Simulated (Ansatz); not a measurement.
A nudged elastic band was laid between two geometries of C₂H₃NO (7 atoms, charge 0, multiplicity 1).

Computed with RKS PBE-D4/def2-SVP in Ansatz.

```json
{"movable images": "9", "climbing image": "yes", "spring": "5.0 eV/Å²", "optimiser": "quadratic models (default)", "start path": "IDPP", "force threshold": "0.05 eV/Å", "iteration limit": "60", "end points": "relaxed"}
```

Image 0:

```xyz
7
Properties=species:S:1:pos:R:3
N -1.002 1.096 -0.396
C -0.146 0.550 0.383
C 0.556 -0.749 0.044
O 0.337 -1.341 -0.997
H -1.083 0.482 -1.239
H 0.106 1.031 1.353
H 1.293 -1.137 0.806
```

Image 10:

```xyz
7
Properties=species:S:1:pos:R:3
N -0.996 1.099 -0.399
C -0.143 0.537 0.374
C 0.562 -0.752 0.056
O 1.370 -1.289 0.785
H -1.110 0.521 -1.260
H 0.117 1.003 1.349
H 0.262 -1.187 -0.952
```

Task: What changes between the two ends?

Result: No bond is made or broken. The dihedral N1–C2–C3–O4 goes from 0 to -180°.

Task: Give the energies along the band, and the barrier.

Result: The forces met the threshold. The highest image is number 5 of 0 to 10, 7.1 kcal/mol above the first end and 6.7 kcal/mol above the last; the last end lies 0.5 kcal/mol above the first. A vibrational analysis at the climbing image gives one clearly imaginary mode, 211i cm⁻¹: a first-order saddle point.

```json
{"image": "0", "path coordinate (Å)": "0.00", "energy (kcal/mol)": "0.0", "dihedral N1–C2–C3–O4 (°)": "0"}
{"image": "1", "path coordinate (Å)": "0.37", "energy (kcal/mol)": "0.8", "dihedral N1–C2–C3–O4 (°)": "-18"}
{"image": "2", "path coordinate (Å)": "0.75", "energy (kcal/mol)": "2.6", "dihedral N1–C2–C3–O4 (°)": "-35"}
{"image": "3", "path coordinate (Å)": "1.13", "energy (kcal/mol)": "4.8", "dihedral N1–C2–C3–O4 (°)": "-53"}
{"image": "4", "path coordinate (Å)": "1.50", "energy (kcal/mol)": "6.5", "dihedral N1–C2–C3–O4 (°)": "-71"}
{"image": "5", "path coordinate (Å)": "1.88", "energy (kcal/mol)": "7.1", "dihedral N1–C2–C3–O4 (°)": "-87"}
{"image": "6", "path coordinate (Å)": "2.26", "energy (kcal/mol)": "6.5", "dihedral N1–C2–C3–O4 (°)": "-104"}
{"image": "7", "path coordinate (Å)": "2.65", "energy (kcal/mol)": "4.8", "dihedral N1–C2–C3–O4 (°)": "-120"}
{"image": "8", "path coordinate (Å)": "3.04", "energy (kcal/mol)": "2.8", "dihedral N1–C2–C3–O4 (°)": "-138"}
{"image": "9", "path coordinate (Å)": "3.42", "energy (kcal/mol)": "1.1", "dihedral N1–C2–C3–O4 (°)": "-159"}
{"image": "10", "path coordinate (Å)": "3.81", "energy (kcal/mol)": "0.5", "dihedral N1–C2–C3–O4 (°)": "-180"}
```

Task: What is the geometry of the highest image?

Result: 
```xyz
7
Properties=species:S:1:pos:R:3
N -0.466 1.370 -0.517
C -0.253 0.487 0.385
C 0.338 -0.881 0.114
O -0.337 -1.841 -0.198
H -0.164 1.017 -1.447
H -0.527 0.721 1.440
H 1.471 -0.941 0.178
```

Task: What are the harmonic wavenumbers there?

Result: 211i, 284, 388, 755, 915, 1002, 1094, 1187, 1336, 1357, 1670, 1775, 2760, 2984, 3297 cm⁻¹.

Time of the run: 52 s on 1 thread of Intel(R) Xeon(R) 6975P-C (Granite Rapids), on a shared host, peak memory 0.16 GiB.
